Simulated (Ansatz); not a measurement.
A nudged elastic band was laid between two geometries of CH₃MgO (6 atoms, charge 0, multiplicity 2).

These are results of UKS LDA/def2-SVP (Ansatz 0.2.0), not measurements.

```yaml
movable_images: 7
climbing_image: yes
spring: 5.0 eV/Å²
optimiser: quadratic models (default)
start_path: IDPP
force_threshold: 0.05 eV/Å
iteration_limit: 60
end_points: relaxed
```

First end point:

```xyz
6
Properties=species:S:1:pos:R:3
O -0.518 -1.295 -1.020
C 0.308 -0.365 -0.499
Mg 0.182 1.078 0.965
H -1.384 -1.251 -0.574
H 1.282 -0.454 -1.038
H 0.132 2.287 2.166
```

Last end point:

```xyz
6
Properties=species:S:1:pos:R:3
O -0.974 -1.012 -0.533
C 0.173 -0.304 -0.376
Mg 0.279 1.189 1.029
H -0.876 -1.685 -1.235
H 0.988 -0.625 -1.069
H 0.410 2.438 2.184
```

Problem. What changes between the two ends?

Solution. No bond is made or broken. The dihedral H4–O1–C2–Mg3 goes from 0 to 180°.

Problem. Give the energies along the band, and the barrier.

Solution. The run converged. The highest image is number 4 of 0 to 8, 0.41 eV above the first end and 0.40 eV above the last; the last end lies 0.01 eV above the first. A vibrational analysis at the climbing image gives one clearly imaginary mode, 753i cm⁻¹: a first-order saddle point.

| image | path coordinate (Å) | energy (eV) | dihedral H4–O1–C2–Mg3 (°) |
| --- | --- | --- | --- |
| 0 | 0.00 | 0.00 | 0 |
| 1 | 0.21 | 0.04 | 28 |
| 2 | 0.42 | 0.17 | 53 |
| 3 | 0.63 | 0.33 | 75 |
| 4 | 0.84 | 0.41 | 93 |
| 5 | 1.14 | 0.26 | 120 |
| 6 | 1.44 | 0.10 | 146 |
| 7 | 1.74 | 0.03 | 167 |
| 8 | 2.04 | 0.01 | 180 |

Problem. What is the geometry of the highest image?

Solution. 
```xyz
6
Properties=species:S:1:pos:R:3:forces:R:3
O -0.618 -1.359 -0.386 0.00 0.00 0.01
C 0.326 -0.372 -0.488 0.00 -0.01 -0.01
Mg 0.346 1.139 0.931 0.00 0.00 0.00
H -1.416 -1.161 -0.914 0.00 0.00 0.00
H 1.096 -0.605 -1.271 0.00 0.00 0.00
H 0.266 2.358 2.128 0.00 0.00 0.00
```

Problem. What are the harmonic wavenumbers there?

Solution. 753i, 138, 342, 373, 452, 555, 961, 1196, 1265, 1568, 2894, 3657 cm⁻¹.

Run time: 2.5 min on 1 thread of Intel(R) Xeon(R) Processor @ 2.70GHz, with other jobs on the host, peak memory 0.12 GiB.
